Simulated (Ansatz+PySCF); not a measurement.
The numbers below are computed, except where a source is named.
# Several solutions for singlet H2OF(-) in separate pieces

```
atom    x (Å)    y (Å)    z (Å)
   F   0.0000   0.0000   0.0000
   O  10.0000   0.0000  -0.1197
   H  10.0000   0.7542   0.4787
   H  10.0000  -0.7542   0.4787
```

Basis set: cc-pVDZ (spherical functions). Charge -1, multiplicity 1.

PBE0 (restricted) was run from several starts with Ansatz (development build ahead of 0.2.0) and PySCF 2.14.0.

| run | program | start | converged | energy (hartree) | <S²> |
| --- | --- | --- | --- | --- | --- |
| A | PySCF | guess minao, instabilities followed | yes | -176.01616 | 0.00 |
| B | Ansatz | stability test followed | yes | -176.01616 | 0.00 |
| C | Ansatz | search for the lowest state | yes | -176.01616 | 0.00 |
| D | PySCF | program defaults | no | – | – |
| E | Ansatz | atomic start, no search | yes | -176.01616 | 0.00 |

**Question.** Which runs reached the lowest solution of this kind, and what is wrong with the others?

**Answer.** A, B, C, E reached the lowest solution found. Not converged: D. Caution: no diffuse functions for an anion. Caution: charge can spread falsely over distant fragments.
